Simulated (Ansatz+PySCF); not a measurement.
## singlet C₂: levels of theory in one basis

```xyz
2

C     0.0000    0.0000   -1.0049
C     0.0000    0.0000    1.0049
```

Basis set: 6-31G (spherical functions). Left uncorrelated: 2 orbitals. Charge 0, multiplicity 1.

Computed with Ansatz (development build ahead of 0.2.0); the reference of a correlated method needn't be the lowest determinant of its kind.

```csv
method,E − E(RHF) (eV),<S²> of the determinant
RHF,0.00,0.00
UHF,-3.13,1.97
RHF-MP2,-5.27,–
UHF-MP2,-4.87,1.97
RHF-CCSD,-6.12,–
RHF-CCSD(T),-6.48,–
UHF-CCSD(T),-6.46,1.97
```

(1) What does full CI (lowest root of this spin) give on the same scale?

(2) Is a single determinant a sound starting point here?

## Answers

(1) -6.61 eV.

At such a shape the full CI root can have another spatial symmetry than the determinants, so the rows needn't describe one state.

(2) It is doubtful. Unrestricted orbitals lower Hartree–Fock by 3.13 eV and <S²> is 1.97 where a pure state has 0.00, a sign of strong static correlation.

Caution for RHF, RHF-MP2, RHF-CCSD, RHF-CCSD(T): an unrestricted determinant lies well below. Caution for UHF, UHF-MP2, UHF-CCSD(T): the unrestricted determinant is a mixture of spin states; the determinant may break the point group. Caution for RHF-MP2, UHF-MP2, RHF-CCSD, RHF-CCSD(T), UHF-CCSD(T): large amplitudes, a single reference is doubtful. Caution for RHF-MP2, UHF-MP2, UHF-CCSD(T): another reference gives a lower total. Caution for RHF-CCSD(T): the program doubts this total.
